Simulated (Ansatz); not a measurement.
**O–Al–OH, triplet in cc-pVTZ: errors against UCCSDT(Q)**

Geometry: that of the O–Al–OH, singlet, kept fixed. The singlet lies 3.2 eV lower here.

```yaml
atoms:
  - { symbol: O, position_ang: [0.0000, 0.0000, -2.2486] }
  - { symbol: Al, position_ang: [0.0000, 0.0000, -0.6530] }
  - { symbol: O, position_ang: [0.0000, 0.0000, 0.9779] }
  - { symbol: H, position_ang: [0.0000, 0.0000, 1.9238] }
```

Basis cc-pVTZ; Ansatz 0.2.0. Correlated methods freeze the noble-gas cores, which leaves 16 electrons in 101 orbitals. Prefix R: restricted or restricted open-shell reference; prefix U: unrestricted.

Full CI isn't at hand for all of this; UCCSDT(Q) serves as the reference, and is uncertain by about the last step of the cluster series. The frozen core follows each run's orbitals, which can shift R against U totals by a few meV.

The UHF ⟨S²⟩ is 2.009 and the T1 diagnostic (RCCSD) is 0.0185. The largest doubles amplitude (RCCSD) is 0.029 and the T1 diagnostic (UCCSD) is 0.0160.

| level | E − E(UCCSDT(Q)) (meV) | share of correlation (%) | wall time |
| --- | --- | --- | --- |
| RHF | 14361 | 0.00 | – |
| UHF | 14217 | 1.01 | – |
| RMP2 | 910 | 93.66 | – |
| UMP2 | 923 | 93.57 | – |
| RCCSD | 527 | 96.33 | – |
| UCCSD | 524 | 96.35 | – |
| RCCSD(T) | 44 | 99.70 | 11 s (H100) |
| UCCSD(T) | 43 | 99.70 | 22 s (H100) |
| BCCD(T) | 43 | 99.70 | 13 s (H100) |
| RCCSDT | 26 | 99.82 | – |
| UCCSDT | 24 | 99.83 | – |
| RCCSDT(Q) | 6 | 99.96 | 2.3 min (H100) |

The correlation energy at UCCSDT(Q), counted from RHF, is -14.361 eV. That run took 1.8 min on 2 threads of AMD EPYC 7R13 with a shared H100 80 GB, shared host.

Times hold each run's SCF and search for its determinant on a shared host, so for small cases they say little of a method's own cost. Some runs computed forces too.
